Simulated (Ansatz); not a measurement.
# CH2OS: a ladder of functionals and wavefunction methods

An exercise on one series of results from a longer session: the logs are not shown, and one member is left open.

Computed with Ansatz 0.2.0, Gaussian basis. Level: functionals in def2-TZVPP, the program's frozen cores in correlated methods.

Plan: LDA (SPW92), PBE-D4, revPBE-D4, BLYP-D4, r2SCAN-D4, B97M-V, PBE0-D4, B3LYP-D4, r2SCANh-D4, r2SCAN0-D4, HSE06-D4, BHLYP-D4, CAM-B3LYP-D4, LC-ωPBE, ωB97X-V, ωB97M-V, B2PLYP, PBE-QIDH; CCSD(T)/def2-SVP; CCSD(T)/def2-TZVPP; CCSD(T)/def2-QZVPP; extrapolation to the limit; RPA on PBE.

**The geometry**

All runs share one geometry, relaxed beforehand with PBE0-D4 in a triple-zeta def2 set.

SMILES `OC=S`, 5 atoms, charge 0, spin multiplicity 1.

Atoms are counted from 1 here; the program's logs count them from 0.

Bond lengths: O1–C2 1.332 Å, O1–H4 0.965 Å, C2–S3 1.605 Å, C2–H5 1.094 Å. Angles: C2–O1–H4 110.0°, O1–C2–S3 123.8°, O1–C2–H5 113.9°, S3–C2–H5 122.3°.

The first run:

Input file in.yaml:

```yaml
crystal:
  periodic: [false, false, false]
  atoms:
    - {symbol: O, position_ang: [-0.958142, -0.274054, 0.089890]}
    - {symbol: C, position_ang: [0.348212, -0.015020, 0.084096]}
    - {symbol: S, position_ang: [1.379182, -0.593167, 1.170248]}
    - {symbol: H, position_ang: [-1.386808, 0.173111, -0.649921]}
    - {symbol: H, position_ang: [0.667456, 0.635529, -0.735813]}
basis:
  gaussian: {orbitals: def2-TZVPP}
hamiltonian: {xc: lda}
output: {orbitals: {seedname: orbitals}}
```

The run is started by

```console
ansatz run in.yaml --threads 2 --pin off --events-out ev --progress --plain --max-ram 4352MiB
```

Among the steps run: LDA; PBE-D4 (GGA); revPBE-D4 (GGA); BLYP-D4 (GGA); r2SCAN-D4 (meta-GGA); B97M-V (meta-GGA); B3LYP-D4 (hybrid); r2SCANh-D4 (hybrid); r2SCAN0-D4 (hybrid); HSE06-D4 (hybrid); BHLYP-D4 (hybrid); CAM-B3LYP-D4 (range-separated); LC-ωPBE (range-separated); ωB97X-V (range-separated); ωB97M-V (range-separated); B2PLYP (double hybrid); PBE-QIDH (double hybrid).

One table of the session follows, with a row left open; its other results are not shown here.

It belongs to the step «Frontier levels by functional». 

| functional | HOMO (eV) | LUMO (eV) | gap (eV) |
| --- | --- | --- | --- |
| LDA (SPW92) | -5.67 | -2.77 | 2.90 |
| PBE-D4 | -5.54 | -2.56 | 2.98 |
| revPBE-D4 | -5.48 | -2.48 | 3.00 |
| BLYP-D4 | -5.38 | -2.43 | 2.96 |
| r2SCAN-D4 | -5.77 | -2.43 | 3.33 |
| B97M-V | -5.82 | -2.35 | 3.47 |
| PBE0-D4 | -6.76 | -1.63 | 5.13 |
| B3LYP-D4 | -6.52 | -1.85 | 4.67 |
| r2SCANh-D4 | ? | ? | ? |
| r2SCAN0-D4 | -6.92 | -1.55 | 5.36 |
| HSE06-D4 | -6.36 | -2.01 | 4.35 |
| BHLYP-D4 | -7.85 | -0.56 | 7.29 |
| CAM-B3LYP-D4 | -8.09 | -0.47 | 7.62 |
| LC-ωPBE | -9.49 | 0.66 | 10.15 |
| ωB97X-V | -9.12 | 0.63 | 9.75 |
| ωB97M-V | -8.95 | 0.59 | 9.54 |

Estimate the missing values for r2SCANh-D4.

Worked estimate for «HOMO (eV)». Against the share of exact exchange, r2SCAN-D4 (0, -5.77), r2SCAN0-D4 (0.25, -6.92) give a slope of -4.60 per unit share; at 0.1 the line stands at -6.23.

**Answer.** HOMO (eV): -6.23; LUMO (eV): -2.08; gap (eV): 4.14. In «HOMO (eV)» the line misses by 0.00.
